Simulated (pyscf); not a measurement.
This saddle point was located with ωB97X-D3(BJ)/def2-SVP in PySCF.

```xyz
7

B     -0.1309     0.1395     0.9917
Cl    -0.3496     1.3630     2.1962
Si    -0.5607    -0.2845    -1.1024
H     -0.9038     0.9873    -0.2163
H     -1.3332    -1.5179    -0.7968
H     -1.2133     0.2906    -2.3439
H      0.8720    -0.4544    -1.4627
```

Surface: singlet, charge 0. Lowest wavenumbers (cm⁻¹): 463i, 109, 272, 390, 469.

Q: What reaction is this the transition state of?

A: B–Cl [singlet] + silane (SiH₄) <-> H₃Si–BH–Cl, an insertion read from left to right: H–Si broken and B–Si, B–H formed. At CCSD(T)/def2-TZVPP + ΔMP2(QZVPP) it lies +13.1 kcal/mol from the left side and +68.7 kcal/mol from the right (each side as separated species at their lowest minima found). One saddle was located; it need not be the lowest between these sides. The CCSD(T) − MP2 part came from Ansatz, without density fitting, on the same reference.
